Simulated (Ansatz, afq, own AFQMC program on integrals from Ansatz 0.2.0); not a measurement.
Two steps: Ansatz 0.2.0 writes the Fock matrix and Cholesky factors of the valence space, and afq projects on them the lowest state that overlaps trial and start.

```yaml
crystal:
  periodic: [false, false, false]
  atoms:
    - {symbol: Si, position_ang: [0.000000, -0.005322, 0.594837]}
    - {symbol: B, position_ang: [0.000000, -0.077872, -1.247918]}
    - {symbol: H, position_ang: [0.000000, 1.150544, -0.760155]}
    - {symbol: H, position_ang: [0.000000, -0.167010, -2.429569]}
basis:
  gaussian: {orbitals: cc-pVDZ}
magnetization: {spin_polarized: true, initial_magnetization: 1}
correlation: {method: ccsd_t, electrons: outside_noble_gas, hamiltonian_folder: ham}
```

```sh
$ ansatz run in.yaml --threads 1 --pin off --events-out ev --progress --plain --max-ram 1843MiB
```

afq runs on the folder ham with

```
--method phaseless --trial hf --walkers 120 --populations 1 --least-time 40 --time-step 0.005 --steps-per-block 20 --equilibration-blocks 112 --max-blocks 600 --target-error 0.00108 --factor-cut 1e-05 --start spin_pure --seed 9155 --taylor-order 6
```

Times are imaginary, in 1/Eh. The walk had a cap of 1011 s.

afq prints:

```
orbitals 36  electrons 5 4  factors 282 of 403
reference energy -314.67376098 Eh
CCSD correlation -0.19044985 Eh in 12 cycles, weight of the determinant in the CISD state 0.8748
energy of the start -314.673940 Eh
 block  time / (1/Eh)  mean weight  energy / Eh
     1     0.100  1.0015  -314.707084
     2     0.200  1.0009  -314.727556
     3     0.300  1.0018  -314.749217
     4     0.400  1.0003  -314.764446
     5     0.500  1.0014  -314.783078
    10     1.000  1.0003  -314.836123
    86     8.600  0.9992  -314.871212
   171    17.100  1.0005  -314.874408
   256    25.600  0.9988  -314.883604
   273    27.300  0.9991  -314.890478
   341    34.100  0.9973  -314.869159
   426    42.600  1.0011  -314.868211
   511    51.100  0.9973  -314.861939
   596    59.600  0.9998  -314.867931
   613    61.300  0.9997  -314.838343
   681    68.100  0.9993  -314.879220
   698    69.800  1.0000  -314.871303
blocks merged  error / Eh  count
     1  0.000582  600
     2  0.000788  300
     4  0.001051  150
     8  0.001328  75
    16  0.001663  37
    32  0.001822  18
    64  0.002031  9
energy -314.869759 +/- 0.001822 Eh
(rows thinned)
```

The run passed its tests (sampling time, drift between the halves within three errors, error under three times the target), which doesn't prove that it has relaxed. The second half of the sampling lies above the first by 1.5 errors of their difference, so the energy may still be moving and its error bar be too small.

Against this walk (error 49.6 meV) on the same determinant: CCSD(T) 41.1 meV lower (within the noise), CCSDT(Q) 88.9 meV lower (within the noise), a separate phaseless walk with a CISD trial and standard settings 69.0 ± 50.5 meV lower (within the noise). The error is statistical and leaves out the bias of the constraint.

Cautions: constraint bias not in the error; error above the target (49.6 against 29.4 meV).

The walk took 2.4 min on 1 thread of Intel(R) Xeon(R) 6975P-C (Granite Rapids) (shared host). The log's last line is the phaseless energy.

CCSDT and higher add their correlation energy to the determinant of the CCSD(T) run, since their own runs factorise the integrals more tightly (a shift of under 2 meV). A walk keeps the symmetry of its determinant, which the program's search chose and which needn't be the lowest solution, so a lower state of the same spin and another symmetry isn't excluded.
